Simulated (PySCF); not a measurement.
Compound: C5H9N.
SMILES: `CN1C=CCC1`

The closed-shell ground state was solved at several levels (PySCF, density fitting, gas phase, non-relativistic). Isolated species at its GFN2-xTB geometry (one conformer only).

```tsv
level	basis functions	total energy (Eh)	HOMO (eV)	LUMO (eV)	gap (eV)	dipole (D)
PBE0/def2-SVPD	192	-250.2022	-5.25	0.73	5.98	0.85
PBE0/pcSseg-1	147	-250.3344	-5.21	1.08	6.29	0.93
```

Task: What might B3LYP/def2-SVPD (192 basis functions) give for the same quantities?

Result: Total energy -250.5033 Eh, HOMO -5.08 eV, LUMO 0.44 eV, gap 5.52 eV, dipole 0.83 D.

Task: Over all these levels, which gives the widest orbital gap and which the narrowest?

Result: PBE0/pcSseg-1 (global hybrid, 25 % exact exchange) has the widest, 6.29 eV, and B3LYP/def2-SVPD (global hybrid, 20 % exact exchange) the narrowest, 5.52 eV. Functional and basis both differ between the two, so the spread mixes both effects.

Task: How far do the dipole and the HOMO energy spread over the levels?

Result: The dipole runs from 0.83 to 0.93 D (mean 0.87 D) and the HOMO from -5.25 to -5.08 eV.
